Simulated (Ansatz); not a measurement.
# BClH₂N−: functionals against CCSD(T) at one geometry

Aim: energy, forces and dipole at a structure displaced at random from a GFN2-xTB minimum, from CCSD(T) and from density functionals.

Method: single points in def2-TZVPPD; program: Ansatz 0.2.0, Gaussian basis.

Cores are frozen in the correlated methods.

### Step 1. The starting structure

SMILES `[NH-]BCl`, 5 atoms, charge -1, spin multiplicity 1.

Atoms are counted from 1 here; the program's logs count them from 0.

Bond lengths: N1–B2 1.300 Å, N1–H4 1.025 Å, B2–Cl3 2.050 Å, B2–H5 1.140 Å. Angles: B2–N1–H4 121.1°, N1–B2–Cl3 121.2°, N1–B2–H5 128.9°, Cl3–B2–H5 109.7°.

Geometry (Å):

```xyz
5
BClH2N
N    -0.4815   -0.8624   -0.4457
B     0.3611   -0.1562    0.2483
Cl    0.3024    1.8924    0.2233
H    -1.2406   -0.4161   -0.9698
H     1.1462   -0.5099    0.9957
```

### Step 2. CCSD(T)/def2-TZVPPD

File run/in.yaml:

```yaml
crystal:
  periodic: [false, false, false]
  atoms:
    - {symbol: N, position_ang: [-0.481500, -0.862400, -0.445700]}
    - {symbol: B, position_ang: [0.361100, -0.156200, 0.248300]}
    - {symbol: Cl, position_ang: [0.302400, 1.892400, 0.223300]}
    - {symbol: H, position_ang: [-1.240600, -0.416100, -0.969800]}
    - {symbol: H, position_ang: [1.146200, -0.509900, 0.995700]}
basis:
  gaussian: {orbitals: "def2-TZVPPD.json"}
total_charge: -1
correlation: {method: ccsd_t}
output: {forces: true}
```

The basis file named in the input lies beside it (Basis Set Exchange, JSON).

No record of the launch command was kept for these runs.

### Step 3. PBE0-D4/def2-TZVPPD

Edit run/in.yaml of step 2 so:

```diff
@@ -11,3 +11,3 @@
 total_charge: -1
-correlation: {method: ccsd_t}
-output: {forces: true}
+hamiltonian: {xc: pbe0, dispersion: d4}
+output: {forces: true, orbitals: {seedname: orbitals}}
```

### Step 4. wB97M-V/def2-TZVPPD

Edit run/in.yaml of step 3 so:

```diff
@@ -11,3 +11,3 @@
 total_charge: -1
-hamiltonian: {xc: pbe0, dispersion: d4}
-output: {forces: true, orbitals: {seedname: orbitals}}
+hamiltonian: {xc: {name: wB97M-V}}
+output: {forces: true}
```

### Step 5. r2SCAN-D4/def2-TZVPPD

Edit run/in.yaml of step 4 so:

```diff
@@ -11,3 +11,3 @@
 total_charge: -1
-hamiltonian: {xc: {name: wB97M-V}}
+hamiltonian: {xc: r2scan, dispersion: d4}
 output: {forces: true}
```

### Step 6. PBE-D4/def2-TZVPPD

Edit run/in.yaml of step 5 so:

```diff
@@ -11,3 +11,3 @@
 total_charge: -1
-hamiltonian: {xc: r2scan, dispersion: d4}
+hamiltonian: {xc: pbe, dispersion: d4}
 output: {forces: true}
```

### Step 7. HSE06-D4/def2-TZVPPD

Edit run/in.yaml of step 6 so:

```diff
@@ -11,3 +11,3 @@
 total_charge: -1
-hamiltonian: {xc: pbe, dispersion: d4}
+hamiltonian: {xc: hse06, dispersion: d4}
 output: {forces: true}
```

### Step 8. B97M-V/def2-TZVPPD

Edit run/in.yaml of step 7 so:

```diff
@@ -11,3 +11,3 @@
 total_charge: -1
-hamiltonian: {xc: hse06, dispersion: d4}
+hamiltonian: {xc: {name: B97M-V}}
 output: {forces: true}
```

(Steps that only read results are left out.)

Before running it: what results should come out? Wanted: RMS force component; RMS force error; HOMO and LUMO, PBE0-D4; T1 diagnostic.

**Answer**, as computed:

| quantity | value |
| --- | --- |
| RMS force component | 0.827 to 1.007 eV/Å over the methods |
| RMS force error | PBE0-D4 0.253, wB97M-V 0.253, r2SCAN-D4 0.212, PBE-D4 0.167, HSE06-D4 0.248, B97M-V 0.281 eV/Å |
| HOMO and LUMO, PBE0-D4 | -1.53 and 3.85 eV |
| T1 diagnostic | 0.014 |

**Reading.** The forces of PBE-D4 come nearest to CCSD(T), those of B97M-V are farthest. Frozen-core CCSD(T) forces in triple zeta carry basis errors of their own, and this is one geometry, so small gaps rank nothing.
